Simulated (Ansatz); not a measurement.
**Scan of [OH···H···Br], doublet**

Starting geometry:

```xyz
4

O    -0.8813   -0.2316    0.0000
H    -1.1306    0.6949    0.0000
H     0.0782   -0.2316    0.0000
Br    1.9337   -0.2316    0.0000
```

From there H3 is moved from one fragment to the other while all else, the fragments' distance too, stays fixed; atoms are numbered as listed. Energies are in eV, counted from the starting geometry at the same level. Kohn–Sham curves are unrestricted where that lies lower.

Basis cc-pVDZ; Ansatz 0.2.0. Correlated methods freeze the noble-gas cores and the filled d shells of p-block atoms. Prefix R: restricted or restricted open-shell reference; prefix U: unrestricted. No spin–orbit coupling is included, and no scalar relativity.

Full CI isn't at hand for all of this; UCCSDT(Q) serves as the reference, and is uncertain by about the last step of the cluster series.

| distance O1-H3 (Å) | wB97M-V |
| --- | --- |
| 0.892 | 0.146 |
| 0.960 | 0.000 |
| 1.006 | 0.036 |
| 1.053 | 0.138 |
| 1.099 | 0.272 |
| 1.146 | 0.415 |
| 1.192 | 0.544 |
| 1.239 | 0.653 |
| 1.285 | 0.736 |

Q: Estimate the UCCSDT(Q) curve in cc-pVDZ from this one, knowing how wB97M-V errs.

A: The computed UCCSDT(Q) values, in eV from the starting point, and the error of wB97M-V against them:
```csv
distance O1-H3 (Å),UCCSDT(Q),wB97M-V less UCCSDT(Q)
0.892,0.125,0.021
0.960,0.000,0.000
1.006,0.053,-0.017
1.053,0.174,-0.036
1.099,0.323,-0.052
1.146,0.480,-0.065
1.192,0.615,-0.070
1.239,0.720,-0.067
1.285,0.791,-0.055
```

The error spans 0.091 eV and is largest, -0.070 eV, at 1.192 Å.

In so small a basis the reference is far from its limit while semilocal and hybrid functionals are nearer theirs, so the functionals' errors here hold much of the reference's basis and frozen-core error, which can add to them or hide them.
